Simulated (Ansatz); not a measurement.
A calculation on rock-salt MgS returned lattice constant a 5.270 Å, cohesive energy 3.46 eV/atom.

For reference: lattice constant a 5.188 Å (measured, corrected for zero-point motion; as tabulated in Goldzak et al. (2022), arXiv:2208.04865); cohesive energy 4.04 eV/atom (measured, corrected for zero-point motion; as tabulated in Goldzak et al. (2022), arXiv:2208.04865).

Question: Which level of theory produced these numbers?
(A) r²SCAN-D4 (Ansatz, a program for electronic structure)
(B) LDA (Ansatz)
(C) BLYP (Ansatz)
(D) revPBE (Ansatz)

Answer: D, revPBE (Ansatz)

The others give: BLYP 5.289 Å, 3.26 eV/atom; r²SCAN-D4 5.183 Å, 4.12 eV/atom; LDA 5.129 Å, 4.36 eV/atom.

Unless a cell is named, each level is at its own relaxed cell (BLYP 18.50, LDA 16.87, r²SCAN-D4 17.41, revPBE 18.29 Å³/atom).

Ansatz's density-functional and Hartree–Fock values are scalar-relativistic unless marked +SOC, with PAW data made under PBE.
